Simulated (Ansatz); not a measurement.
Basis-set extrapolation for `C[B]F` radical (PBE0-D4/def2-TZVP geometry, frozen core, the Gaussian-basis code of Ansatz). Multiplicity 2, UHF reference.

|  | def2-TZVPP | def2-QZVPP |
| --- | --- | --- |
| HF | -163.809464 | -163.817114 |
| MP2 correlation | -0.498361 | -0.539011 |
| CCSD(T) correlation | -0.537145 | not run |

Energies in hartree. Use E(X) = E(∞) + A·exp(−7.88·√X) for Hartree–Fock and E(X) = E(∞) + B·X^(−2.97) for correlation, with X = 3 and 4, and add CCSD(T) minus MP2 of the smaller set to the MP2 limit.

Question: What is the CCSD(T) energy at the basis-set limit?

Answer: HF limit: -163.817114 + (-0.007650) × 0.13774 = -163.81817. MP2 limit: -0.539011 + (-0.040650) × 0.74074 = -0.56912. Higher-order term: -0.537145 − (-0.498361) = -0.03878. Total: -164.42607 hartree, 208.6 kJ/mol below CCSD(T)/def2-TZVPP.
